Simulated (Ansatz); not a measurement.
**BH2 (quartet): wave-function methods side by side, 6-31++G****

Aim: climb from Hartree-Fock through coupled cluster and multireference methods for BH2 (quartet) at one geometry and basis, and see what each rung misses.

The runs use Ansatz 0.2.0, Gaussian basis; 6-31++G**, core rule «outside noble gas», up to 1 orbitals frozen.

To be run: UHF; CCSD(T) on ROHF; CCSD(T) on UHF; BCCD(T) on ROHF; CISD; CCSDT(Q) on ROHF; CCSDT(Q) on UHF; CISDTQ; CASSCF and MRCISD+Q, 5 electrons in 6 orbitals; CASSCF and NEVPT2, 5 electrons in 6 orbitals; Full CI.

27 further runs of the same task are left out: 2 for a known fault of the program, 9 that didn't finish, 16 set aside as unsound or not needed.

## (1) The geometry

The geometry is a PBE0/def2-TZVPD stationary point (not a proven minimum) of the parent state, kept for this charge and spin.

3 atoms, charge 0, spin multiplicity 4.

Atoms are counted from 1 here; the program's logs count them from 0.

Bond lengths: B1–H2 1.209 Å, B1–H3 1.209 Å. Angles: H2–B1–H3 128.9°.

## (2) UHF

in.yaml

```yaml
crystal:
  periodic: [false, false, false]
  atoms:
    - {symbol: B, position_ang: [0.000000, -0.081894, 0.000000]}
    - {symbol: H, position_ang: [0.000000, 0.439190, -1.091073]}
    - {symbol: H, position_ang: [0.000000, 0.439190, 1.091073]}
basis:
  gaussian: {orbitals: "6-31++G**"}
magnetization: {spin_polarized: true, initial_magnetization: 3}
hamiltonian: {xc: hf}
output: {orbitals: {seedname: orbitals}}
```

Run with:

```sh
$ ansatz run in.yaml --threads 1 --pin off --events-out ev --progress --plain --max-ram 2393MiB
```

The runs that follow: CCSD(T) on ROHF; CCSD(T) on UHF; BCCD(T) on ROHF; CISD; CCSDT(Q) on ROHF; CCSDT(Q) on UHF; CISDTQ; CASSCF and MRCISD+Q, 5 electrons in 6 orbitals; CASSCF and NEVPT2, 5 electrons in 6 orbitals; Full CI.

Before running them: what should the planned runs give, taken together? Wanted: FCI below the RHF energy; RMP2 from FCI; UMP2 from FCI; RCCSD from FCI; RCCSD(T) from FCI; UCCSD(T) from FCI; RCCSDT(Q) from FCI; UCCSDT(Q) from FCI; NEVPT2 valence from FCI.

**Answer**, as computed:

```
                         quantity                                                                                                        value
         FCI below the RHF energy                                                                                                   -2.3216 eV
                    RMP2 from FCI                                                                                              +12.02 kcal/mol
                    UMP2 from FCI                                                                                              +12.81 kcal/mol
                   RCCSD from FCI                                                                                               +1.47 kcal/mol
                RCCSD(T) from FCI                                                                                               +0.31 kcal/mol
                UCCSD(T) from FCI                                                                                               +0.28 kcal/mol
               RCCSDT(Q) from FCI                                                                                                0.00 kcal/mol
               UCCSDT(Q) from FCI                                                                                               -0.02 kcal/mol
          NEVPT2 valence from FCI                                                                                               +7.62 kcal/mol
        MRCISD+Q valence from FCI                                                                                               +0.10 kcal/mol
levels within 1 kcal/mol (43 meV)  RCCSD(T), UCCSD(T), BCCD(T), RCCSDT, UCCSDT, CISDTQ, RCCSDT(Q), UCCSDT(Q), MRCISD valence, MRCISD+Q valence
                    T1 diagnostic                                                                                                        0.014
   effectively unpaired electrons                                                                                                         3.02
```

In words: RCCSD(T) misses by +0.31 kcal/mol, 0.6 % of the correlation energy. One determinant dominates. Of the multireference levels listed MRCISD+Q valence comes nearest in total energy (+0.10 kcal/mol), which doesn't show that its space is the better one. Coupled cluster took another determinant than the lowest Hartree-Fock one. These misses are within one basis, not against nature; the frozen cores of restricted and unrestricted runs differ, which can shift their rows.
